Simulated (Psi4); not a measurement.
# SiH2ClO (SMILES O[SiH]Cl) at 3 levels

Wanted: a comparison of 3 runs (UHF/STO-3G, UHF/3-21G, U-wB97X-3c/vDZP) of SiH2ClO. 

The results are computed with Psi4 1.11.

3 further runs of the same task are left out: 3 set aside as unsound or not needed.

## Step 1: Starting point

SiH2ClO: 5 atoms, total charge 0, spin state doublet. SMILES: `O[SiH]Cl`. The shape is that of a PBE0-D4/def2-TZVP optimisation. This is one conformer, not always the lowest.

Bond lengths: O1–Si2 1.639 Å, Si2–Cl3 2.065 Å, O1–H4 0.959 Å, Si2–H5 1.488 Å. Angles: O1–Si2–Cl3 111.1°, O1–Si2–H5 105.3°, Cl3–Si2–H5 108.3°, Si2–O1–H4 118.3°.

## Step 2: Energy and forces at UHF/STO-3G (run 1)

Contents of job.inp:

```
memory 1.6 GB

molecule {
  0 2
  O
  Si 1 R2
  Cl 2 R3 1 A3
  H 1 R4 2 A4 3 D4
  H 2 R5 1 A5 4 D5

  R2 = 1.639405
  R3 = 2.06545
  A3 = 111.11785
  R4 = 0.959402
  A4 = 118.3467
  D4 = 53.91755
  R5 = 1.488242
  A5 = 105.25757
  D5 = 170.88166
  symmetry c1
}

set {
  reference     uhf
  puream        true
  e_convergence 1e-09
  d_convergence 1e-08
  scf_type      pk
  maxiter       200
}

result, w = gradient("scf/STO-3G", return_wfn=True)
```

The run is started by

```sh
psi4 job.inp job.out -n 1
```

job.out:

```text
[...]
  Running in c1 symmetry.
[...]
  Nuclear repulsion =  141.009374423759937
[...]
  Multiplicity = 2
[...]
  Nalpha       = 21
  Nbeta        = 20
[...]
    Number of basis functions: 25
[...]
   @UHF iter   1:  -815.14315400317741   -1.58164e+00   1.06826e-02 DIIS/ADIIS
[...]
   @UHF iter  13:  -815.20700858751411   -7.95808e-13   9.40283e-09 DIIS
[...]
   @S^2 Observed:                7.534288112E-01
[...]
    Orbital Energies [Eh]
    ---------------------
    Alpha Occupied:
       1A   -103.611520     2A    -68.033463     3A    -20.226523
       4A    -10.307232     5A     -7.751748     6A     -7.745815
       7A     -7.745371     8A     -6.023646     9A     -4.055432
      10A     -4.042641    11A     -4.041868    12A     -1.282704
      13A     -0.994798    14A     -0.693909    15A     -0.553900
      16A     -0.492338    17A     -0.461307    18A     -0.414989
      19A     -0.377938    20A     -0.370928    21A     -0.256778
    Alpha Virtual:
      22A      0.371402    23A      0.464273    24A      0.499896
      25A      0.716197
[...]
  @UHF Final Energy:  -815.20700858751411
   => Energetics <=
    Nuclear Repulsion Energy =            141.0093744237599367
    One-Electron Energy =               -1414.0111656008325554
    Two-Electron Energy =                 457.7947825895585083
    Total Energy =                       -815.2070085875141103
  UHF NO Occupations:
  HONO-2 :   19  A 1.9996630
  HONO-1 :   20  A 1.9987789
[...]
 Multipole Moments:
 ------------------------------------------------------------------------------------
     Multipole            Electronic (a.u.)      Nuclear  (a.u.)        Total (a.u.)
 ------------------------------------------------------------------------------------
 L = 1.  Multiply by 2.5417464519 to convert [e a0] to [Debye]
 Dipole X            :         -1.1228842            0.5526317           -0.5702525
 Dipole Y            :         -1.8161167            2.7267341            0.9106174
 Dipole Z            :          1.9590327           -2.2625408           -0.3035081
 Magnitude           :                                                    1.1164806
[...]
  -Total Gradient:
     Atom            X                  Y                   Z
    ------   -----------------  -----------------  -----------------
       1       -0.030974353238    -0.016408609293     0.006526915166
       2       -0.011808062559    -0.034522266599    -0.013877168196
       3       -0.002755802069     0.019497608177    -0.004815370099
       4        0.023142527711     0.016229458423     0.003338557325
       5        0.022395690155     0.015203809278     0.008827065800
[...]
```

Wall time 1 s (1 thread of AMD EPYC 9R45 (Zen 5), shared host); peak memory 0.18 GiB.

## Step 3: Energy and gradient at UHF/3-21G (run 2)

Contents of input.in:

```
memory 1600 MB

molecule mol {
  0 2
  O
  Si 1 1.639405
  Cl 2 2.06545 1 111.11785
  H 1 0.959402 2 118.3467 3 53.91755
  H 2 1.488242 1 105.25757 4 170.88166
  units angstrom
  symmetry c1
  no_reorient
  no_com
}

set {
  reference     uhf
  puream        true
  e_convergence 1e-09
  d_convergence 1e-08
  scf_type      pk
  maxiter       200
}

energy_value, wavefunction = gradient('scf/3-21G', return_wfn=True)
oeprop(wavefunction, 'DIPOLE', 'LOWDIN_CHARGES', 'MAYER_INDICES')
```

The run is started by

```sh
psi4 -n 1 input.in input.out
```

input.out:

```text
[...]
  Running in c1 symmetry.
[...]
  Nuclear repulsion =  141.009374423759937
[...]
  Multiplicity = 2
[...]
  Nalpha       = 21
  Nbeta        = 20
[...]
    Number of basis functions: 39
[...]
   @UHF iter   1:  -820.27270256148154   -5.01169e-01   9.76304e-03 ADIIS/DIIS
[...]
   @UHF iter  13:  -820.34074189617274   -1.13687e-12   3.55751e-09 DIIS
[...]
   @S^2 Observed:                7.532365441E-01
[...]
    Orbital Energies [Eh]
    ---------------------
    Alpha Occupied:
       1A   -104.099566     2A    -68.388274     3A    -20.481277
       4A    -10.496174     5A     -7.960549     6A     -7.955708
       7A     -7.955046     8A     -6.195594     9A     -4.294687
      10A     -4.288629    11A     -4.287048    12A     -1.374979
      13A     -1.117254    14A     -0.779799    15A     -0.648068
      16A     -0.590394    17A     -0.568518    18A     -0.517693
      19A     -0.479386    20A     -0.470381    21A     -0.349260
    Alpha Virtual:
      22A      0.143962    23A      0.151099    24A      0.244694
      25A      0.303794    26A      0.407889    27A      0.442912
[...]
  @UHF Final Energy:  -820.34074189617274
   => Energetics <=
    Nuclear Repulsion Energy =            141.0093744237599367
    One-Electron Energy =               -1416.6930051529268439
    Two-Electron Energy =                 455.3428888329941628
    Total Energy =                       -820.3407418961727444
  UHF NO Occupations:
  HONO-2 :   19  A 1.9994846
  HONO-1 :   20  A 1.9992268
[...]
  -Total Gradient:
     Atom            X                  Y                   Z
    ------   -----------------  -----------------  -----------------
       1        0.006485294612     0.004824249086     0.016998399585
       2       -0.012743254557    -0.048041811897    -0.010715793510
       3       -0.000123650279     0.042280177706    -0.017588673921
       4        0.001462163127    -0.000771765356     0.013418808338
       5        0.004919447097     0.001709150463    -0.002112740492
[...]
 Multipole Moments:
 ------------------------------------------------------------------------------------
     Multipole            Electronic (a.u.)      Nuclear  (a.u.)        Total (a.u.)
 ------------------------------------------------------------------------------------
 L = 1.  Multiply by 2.5417464519 to convert [e a0] to [Debye]
 Dipole X            :         -1.2155403            0.5526317           -0.6629086
 Dipole Y            :         -2.0572144            2.7267341            0.6695197
 Dipole Z            :          1.9654541           -2.2625408           -0.2970867
 Magnitude           :                                                    0.9879094
[...]
```

Wall time 1.1 s (1 thread of AMD EPYC 9R45 (Zen 5), shared host); peak memory 0.18 GiB.

## Step 4: Energy and one-electron properties at U-wB97X-3c/vDZP (density fitting, core potential) (run 3)

Contents of calc.inp:

```
memory 1.6 GB

molecule {
  0 2
  O     -0.806100    -0.432000    -0.746500
  Si    -0.092300     0.479800     0.414000
  Cl     1.606600    -0.440800     1.143600
  H     -1.024100    -1.343200    -0.540000
  H      0.316000     1.736300    -0.271100
  symmetry c1
}

set globals {
  reference            uks
  dft_radial_points    50
  dft_spherical_points 194
}

result, w = energy('wb97x-3c', return_wfn=True)
oeprop(w, 'ESP_AT_NUCLEI', 'LOWDIN_CHARGES', title='WB97X-3C')
```

The run is started by

```sh
psi4 calc.inp calc.out -n 1
```

calc.out:

```text
[...]
    !!!  WARNING: ECP capability is in beta. Please check occupations closely.  !!!
[...]
  Running in c1 symmetry.
[...]
  Nuclear repulsion =   31.691551907982042
[...]
  Multiplicity = 2
[...]
  Nalpha       = 10
  Nbeta        = 9
[...]
    Number of basis functions: 49
[...]
   @DF-UKS iter   1:   -35.74468266425200   -1.70859e+00   2.01643e-02 ADIIS/DIIS
[...]
   @DF-UKS iter  10:   -36.24398071196207   -3.95147e-08   5.86690e-07 DIIS
[...]
   @S^2 Observed:                7.520837023E-01
[...]
    Orbital Energies [Eh]
    ---------------------
    Alpha Occupied:
       1A     -1.158019     2A     -0.973662     3A     -0.714429
       4A     -0.598607     5A     -0.535375     6A     -0.513086
       7A     -0.485807     8A     -0.447884     9A     -0.439302
      10A     -0.317584
    Alpha Virtual:
      11A      0.057235    12A      0.079785    13A      0.115962
      14A      0.131063    15A      0.183811    16A      0.219801
      17A      0.259930    18A      0.312828    19A      0.339323
      20A      0.383169    21A      0.385322    22A      0.406652
      23A      0.437682    24A      0.477651    25A      0.536069
[...]
  @DF-UKS Final Energy:   -36.24398071196207
   => Energetics <=
    Nuclear Repulsion Energy =             31.6915519079820420
    One-Electron Energy =                -121.1282399921787487
    Two-Electron Energy =                  57.9466254354323382
    DFT Exchange-Correlation Energy =      -4.7494632511504147
    Empirical Dispersion Energy =          -0.0044548120472836
    VV10 Nonlocal Energy =                  0.0000000000000000
    Total Energy =                        -36.2439807119620667
[...]
 Multipole Moments:
 ------------------------------------------------------------------------------------
     Multipole            Electronic (a.u.)      Nuclear  (a.u.)        Total (a.u.)
 ------------------------------------------------------------------------------------
 L = 1.  Multiply by 2.5417464519 to convert [e a0] to [Debye]
 Dipole X            :          7.2050429           -7.6599894           -0.4549465
 Dipole Y            :          2.3706999           -2.5876503           -0.2169504
 Dipole Z            :          9.0460682           -8.9546645            0.0914037
 Magnitude           :                                                    0.5122484
[...]
```

Wall time 3.6 s (1 thread of AMD EPYC 9R45 (Zen 5), shared host); peak memory 0.29 GiB.

Atomic charges (e):

```csv
atom,Löwdin
O1,-0.282
Si2,+0.530
Cl3,-0.175
H4,+0.018
H5,-0.091
```

## Step 5: The series

```csv
run,level,properties,task,energy (Eh),dipole moment (D),HOMO energy (eV),LUMO energy (eV),wall time
1,UHF/STO-3G,–,gradient,-815.207009,2.84,-6.99,4.77,1 s
2,UHF/3-21G,"(dipole, lowdin, mayer)",gradient,-820.340742,2.51,-9.50,0.64,1.1 s
3,"U-wB97X-3c/vDZP (density fitting, core potential)","(esp, lowdin)",properties,-36.243981,1.30,-8.64,-0.93,3.6 s
```

## Step 6: Results

```
                                 quantity         value
                      run 3: total energy  -36.24398 Eh
                     run 3: dipole moment        1.30 D
run 3: HOMO energy (highest over α and β)      -8.64 eV
 run 3: LUMO energy (lowest over α and β)      -0.93 eV
                              run 3: ⟨S²⟩         0.752
```

What this shows: The dipole moment (its size) runs from 1.30 D (U-wB97X-3c/vDZP) to 2.84 D (UHF/STO-3G). The two ends differ in method and basis and core potential. Some runs of one species differ in core potentials or relativity; totals across that change don't compare. In run 1 the basis is minimal, so the values are rough. All runs together took 5.7 s, the longest 3.6 s.
